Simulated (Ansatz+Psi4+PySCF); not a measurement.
Values are calculated unless marked as measured or tabulated.
```xyz
5

C     0.0000    0.0000    0.5029
F     0.0000    1.1097   -0.2906
F     0.0000   -1.1097   -0.2906
H    -0.9084    0.0000    1.1067
H     0.9084    0.0000    1.1067
```

Basis set: cc-pVTZ (spherical functions). Frozen core: 3 orbitals. Charge 0, multiplicity 1.

Starred EOM-CCSD(T)(a) on the restricted Hartree–Fock determinant with PySCF 2.14.0; the energies are vertical.

**Question.** The solver was asked for the few lowest roots only. Give the ionization energies of singlet CH₂F₂ among them whose weight of singles is over 0.7.

**Answer.**

```tsv
root	energy (eV)	weight of singles
1	13.30	0.96
2	14.95	0.95
3	15.19	0.96
```

Higher main lines weren't sought.
